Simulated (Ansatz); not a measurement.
Calculation: frozen-core CCSD(T)/cc-pVTZ // PBE-D3(BJ)/def2-TZVP run with Ansatz (a first-principles code).

Ansatz 0.2 input:
```yaml
crystal:
  periodic: [false, false, false]
  atoms:
    - { symbol: N, position_ang: [-0.000621, 0.434484, -0.000001] }
    - { symbol: H, position_ang: [0.808709, -0.216086, -0.000003] }
    - { symbol: H, position_ang: [-0.808088, -0.218399, 0.000003] }
basis:
  gaussian: { orbitals: cc-pVTZ }
correlation:
  method: ccsd_t
magnetization:
  spin_polarized: true
  initial_magnetization: 1
```

Output:

```
Functional definition: HF
338 factors; integrals over basis functions are off by at most 4.6e-4 eV
mean field evaluation 1: about -1511.8512 eV, gradient 1.3e1 eV
mean field evaluation 2: about -1511.8516 eV, gradient 1.3e1 eV
mean field evaluation 4: about -1512.5342 eV, gradient 1.3e0 eV
mean field evaluation 8: about -1512.5460 eV, gradient 1.2e-3 eV
mean field evaluation 16: about -1512.5460 eV, gradient 2.7e-6 eV
mean field evaluation 32: about -1510.2668 eV, gradient 9.9e-2 eV
mean field -1512.54603780 eV, -55.5850416486 hartree, gradient 2.7e-6 eV, S^2 0.759252; 1 other end points of the search recorded, 0 dependent functions left out
determinant -1512.54603780 eV, -55.5850416486 hartree, with singles and doubles -1518.12017184 eV, -55.7898872964 hartree
determinant -1510.26662823 eV, -55.5012748920 hartree, with singles and doubles -1515.87893840 eV, -55.7075234865 hartree
1 core orbitals not correlated
reference -1512.54603780 eV, -55.5850416486 hartree; 4, 3 occupied and 53, 54 virtual orbitals, 338 factors
second order -5.03795825 eV of doubles, -0.00000000 eV of singles
cycle   1  -5.50296393 eV  change   -4.7e-1 eV  update   1.3e-2
cycle   2  -5.51417704 eV  change   -1.1e-2 eV  update   2.9e-3
cycle   3  -5.51461800 eV  change   -4.4e-4 eV  update   1.1e-3
cycle   4  -5.51489629 eV  change   -2.8e-4 eV  update   4.3e-4
cycle   5  -5.51499628 eV  change   -1.0e-4 eV  update   1.4e-4
cycle   6  -5.51501154 eV  change   -1.5e-5 eV  update   4.2e-5
cycle   7  -5.51503915 eV  change   -2.8e-5 eV  update   1.3e-5
cycle   8  -5.51503792 eV  change    1.2e-6 eV  update   4.9e-6
perturbative correction -0.15566843 eV, -0.0057207092 hartree
Total energy: -1518.21674415 eV, -55.7934362631 hartree
```

Cost: around 3 core-seconds (rough).
